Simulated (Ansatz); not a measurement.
# Al2H (quartet): from Hartree-Fock to the top rungs at angle Al2–Al1–H3 = 160.0°, 6-31G

How much of the correlation energy of Al2H (quartet) does each wave-function method recover here?

Method: 6-31G, core rule «outside noble gas», up to 10 orbitals frozen; program: Ansatz 0.2.0, Gaussian basis.

To be run: UHF; CCSD(T) on ROHF; CCSD(T) on UHF; BCCD(T) on ROHF; CISD; CCSDT(Q) on ROHF; CCSDT(Q) on UHF; CCSDTQ on ROHF; CCSDTQ on UHF; CASSCF and MRCISD+Q, 5 electrons in 5 orbitals; CASSCF and NEVPT2, 5 electrons in 5 orbitals; CASSCF and MRCISD+Q, 7 electrons in 9 orbitals; CASSCF and NEVPT2, 7 electrons in 9 orbitals; Full CI.

14 further runs of the same task are left out: 1 for a mislabelled method, 11 that didn't finish, 2 set aside as unsound or not needed.

### Step 1. What is computed

The geometry derives from a PBE0/def2-TZVP stationary point (not a proven minimum). One angle is set to the value named; bond lengths are kept.

3 atoms, charge 0, spin multiplicity 4.

Atoms are counted from 1 here; the program's logs count them from 0.

Bond lengths: Al1–Al2 2.360 Å, Al1–H3 1.583 Å. Angles: Al2–Al1–H3 160.0°.

### Step 2. UHF

File in.yaml:

```yaml
crystal:
  periodic: [false, false, false]
  atoms:
    - {symbol: Al, position_ang: [-0.228270, 0.000000, 0.255121]}
    - {symbol: Al, position_ang: [0.181612, 0.000000, -2.069435]}
    - {symbol: H, position_ang: [0.046658, 0.000000, 1.814315]}
basis:
  gaussian: {orbitals: 6-31G}
magnetization: {spin_polarized: true, initial_magnetization: 3}
hamiltonian: {xc: hf}
output: {orbitals: {seedname: orbitals}}
```

Launch:

```console
$ ansatz run in.yaml --threads 1 --pin off --events-out ev --progress --plain --max-ram 2393MiB
```

Further steps of the session: CCSD(T) on ROHF; CCSD(T) on UHF; BCCD(T) on ROHF; CISD; CCSDT(Q) on ROHF; CCSDT(Q) on UHF; CCSDTQ on ROHF; CCSDTQ on UHF; CASSCF and MRCISD+Q, 5 electrons in 5 orbitals; CASSCF and NEVPT2, 5 electrons in 5 orbitals; CASSCF and MRCISD+Q, 7 electrons in 9 orbitals; CASSCF and NEVPT2, 7 electrons in 9 orbitals; Full CI.

Q: Predict the results of all the runs planned. Wanted: FCI below the RHF energy; RMP2 from FCI; UMP2 from FCI; RCCSD from FCI; RCCSD(T) from FCI; UCCSD(T) from FCI; RCCSDT(Q) from FCI; UCCSDT(Q) from FCI; NEVPT2 pair from FCI.

The runs gave:

| quantity | value |
| --- | --- |
| FCI below the RHF energy | -1.9975 eV |
| RMP2 from FCI | +15.16 kcal/mol |
| UMP2 from FCI | +15.16 kcal/mol |
| RCCSD from FCI | +1.86 kcal/mol |
| RCCSD(T) from FCI | +0.70 kcal/mol |
| UCCSD(T) from FCI | +0.68 kcal/mol |
| RCCSDT(Q) from FCI | +0.06 kcal/mol |
| UCCSDT(Q) from FCI | +0.06 kcal/mol |
| NEVPT2 pair from FCI | +13.85 kcal/mol |
| MRCISD+Q pair from FCI | +0.25 kcal/mol |
| NEVPT2 valence from FCI | +3.57 kcal/mol |
| levels within 1 kcal/mol (43 meV) | RCCSD(T), UCCSD(T), BCCD(T), RCCSDT, UCCSDT, RCCSDT(Q), UCCSDT(Q), RCCSDTQ, UCCSDTQ, MRCISD+Q pair, MRCISD valence, MRCISD+Q valence |
| T1 diagnostic | 0.039 |
| effectively unpaired electrons | 3.04 |

**Reading.** RCCSD(T) misses by +0.70 kcal/mol, 1.5 % of the correlation energy. One determinant dominates. Of the multireference levels listed MRCISD+Q valence comes nearest in total energy (+0.10 kcal/mol), which doesn't show that its space is the better one. These misses are within one basis, not against nature; the frozen cores of restricted and unrestricted runs differ, which can shift their rows.
